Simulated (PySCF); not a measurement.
Isomers of C2H5N and their computed core-level spectra.

Level of theory: delta-SCF UKS SCAN, pcX-2 on the ionised atom, pcseg-1 elsewhere, spin-free X2C in PySCF. Geometries: PBE0-D3(BJ)/def2-SVP; isolated species, one conformer each.

Line lists (1s up to Mg, 2p3/2 beyond; areas count atoms within a level, one atom standing for each set equivalent by bonding):
1. C 1s: 291.06 (area 1), 292.25 (area 1) eV; N 1s: 404.70 eV
2. C 1s: 291.57 eV; N 1s: 405.19 eV
3. C 1s: 291.61 (area 1), 291.79 (area 1) eV; N 1s: 405.13 eV

Structures:
A. aziridine (`C1CN1`)
B. E-ethanimine (`N(/[H])=C\C`)
C. N-methylmethanimine (`N(C)=C`)

**Question.** Which list belongs to which compound?

**Answer.** 
- 1 = B: another candidate has the same counts of sites, so positions decide. C 1s: 291.06 methyl carbon, 292.25 imine carbon; N 1s: 404.70 imine nitrogen.
- 2 = A: no other candidate has these counts of sites. C 1s: 291.57 sp3 carbon bound to nitrogen (×2); N 1s: 405.19 secondary amine nitrogen.
- 3 = C: another candidate has the same counts of sites, so positions decide. C 1s: 291.61 N-methyl carbon, 291.79 imine carbon; N 1s: 405.13 imine nitrogen.

1 of these hole states is spin-contaminated (⟨S²⟩ 0.88, against 0.75; counted from 0.85) and less certain.
